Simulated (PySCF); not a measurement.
# Functional benchmark on one molecule

Molecule: dimethylsilane, C₂H₈Si.

Atoms are numbered as in `[CH3:1][SiH2:2][CH3:3]`. Each H is labelled by its parent atom.

Geometry PBE0-D3(BJ)/def2-SVP throughout; GIAO in PySCF 2.14.0 with density-fitted response routines, gas phase, one conformer, non-relativistic; equivalent atoms averaged; basis pcSseg-2.

Reference values (measured; C. Corminboeuf, T. Heine, J. Weber, Chem. Phys. Lett. 357 (2002) 1): δ(Si2) = -37.7 ppm vs TMS. Computed shifts are taken against TMS, calculated as an isolated molecule at each level.

Q: How do the functionals HF, LDA, PBE, BLYP, BP86, OPBE, KT2, KT3, B97-D, B3LYP, PBE0, mPW1PW91, WP04, B97-2, BHandHLYP, CAM-B3LYP, wB97X-D, LC-wPBE perform against the reference? Times are CPU seconds on shared hosts with different chips, so compare them loosely.

A: 
| functional | kind | Si2 | abs. error Si | core-s |
| --- | --- | --- | --- | --- |
| HF | Hartree–Fock | -37.0 | 0.7 | 5.6 |
| LDA | LDA | -48.5 | 10.8 | 12 |
| PBE | GGA | -44.0 | 6.3 | 15 |
| BLYP | GGA | -44.3 | 6.6 | 15 |
| BP86 | GGA | -43.9 | 6.2 | 15 |
| OPBE | GGA | -39.0 | 1.3 | 16 |
| KT2 | GGA | -43.4 | 5.7 | 16 |
| KT3 | GGA | -39.8 | 2.1 | 16 |
| B97-D | GGA | -41.7 | 4.0 | 16 |
| B3LYP | global hybrid | -42.9 | 5.2 | 11 |
| PBE0 | global hybrid | -42.1 | 4.4 | 11 |
| mPW1PW91 | global hybrid | -41.5 | 3.8 | 11 |
| WP04 | global hybrid | -38.0 | 0.3 | 16 |
| B97-2 | global hybrid | -40.6 | 2.9 | 15 |
| BHandHLYP | global hybrid | -40.8 | 3.1 | 15 |
| CAM-B3LYP | range-separated hybrid | -43.6 | 5.9 | 20 |
| wB97X-D | range-separated hybrid | -42.5 | 4.8 | 18 |
| LC-wPBE | range-separated hybrid | -42.2 | 4.5 | 26 |

For ²⁹Si the closest is WP04 (0.3 ppm) and the furthest LDA (10.8 ppm). One molecule is a small sample, and vibrational and solvent effects are absent from the calculation.
